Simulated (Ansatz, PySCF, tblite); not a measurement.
# How well does each level of theory give the lattice constant a of 3C-SiC?

Reference value: 4.346 Å (measured, static lattice: zero-point anharmonic expansion removed, our sources range from 4.341 to 4.348; as tabulated in Mejia-Rodriguez and Trickey (2018), arXiv:1807.09216).

| level (code) | value (Å) | error (%) |
|---|---|---|
| IPEA1-xTB (tblite) | 4.412 | +1.52 |
| PBE (Ansatz) | 4.380 | +0.78 |
| rVV10 (Ansatz) | 4.394 | +1.10 |
| r²SCAN-D4 (Ansatz) | 4.347 | +0.02 |
| CCSD (PySCF) | 4.348 ± 0.02 | +0.05 |

Leaving aside IPEA1-xTB (doubt noted below): Once the reference is moved by up to 0.12 % (a margin picked here for doubts on the reference and the settings) and values within 0.10 % count as equal, the nearest can be r²SCAN-D4 (+0.02 %) or CCSD (+0.05 %). Among them rVV10 (+1.10 %) misses by most. Within 0.5 %: r²SCAN-D4, CCSD.

A ± on a computed value is a rough bar: the spread of its extrapolation, a floor set from checks against published values, or a statistical error. IPEA1-xTB: this parameter set was refitted to ionisation energies, not structures. IPEA1-xTB: the run uses a supercell at the zone centre in place of a k mesh. Cutoffs differ between the levels. Ansatz's density-functional and Hartree–Fock values are scalar-relativistic unless marked +SOC, with PAW data made under PBE.

Differences are worked out from the printed values.

Ansatz is a first-principles code.
